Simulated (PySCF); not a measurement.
Isomers of [C5H7O]+ (charge +1), one GFN2-xTB conformer each. Single-point energies are computed at PBE0/def2-SVPD (PySCF, gas phase, no added dispersion term), electronic only.

```csv
SMILES,GFN2-xTB relative energy (kJ/mol)
C=CCCC#[O+],0.0
COC[c+]1cc1,148.1
```

Conformers: `[CH2:1]=[CH:2][CH2:3][CH2:4][C:5]#[O+:6]` (charge +1) with C1–C2–C3–C4 115°, C2–C3–C4–C5 -177°; `[CH3:1][O:2][CH2:3][c+:4]1[cH:5][cH:6]1` (charge +1) with C1–O2–C3–C4 -177°, O2–C3–C4–C5 0°.

What does PBE0/def2-SVPD give for the same structures?

```
     SMILES  PBE0/def2-SVPD E (Eh)  PBE0/def2-SVPD (kJ/mol)  GFN2-xTB (kJ/mol)  point group
C=CCCC#[O+]             -269.13228                      0.0                0.0           C1
COC[c+]1cc1             -269.08403                    126.7              148.1      near Cs
```

Both levels put the same isomer lowest. As drawn, the higher has a three-membered ring, which the lower lacks.

Which frontier levels and rotational constants go with these structures?

| SMILES | HOMO (eV, PBE0/def2-SVPD) | LUMO (eV) | A, B, C (MHz) |
| --- | --- | --- | --- |
| C=CCCC#[O+] | -12.18 | -7.68 | 15734, 1463, 1434 |
| COC[c+]1cc1 | -12.18 | -7.14 | 15594, 1818, 1662 |
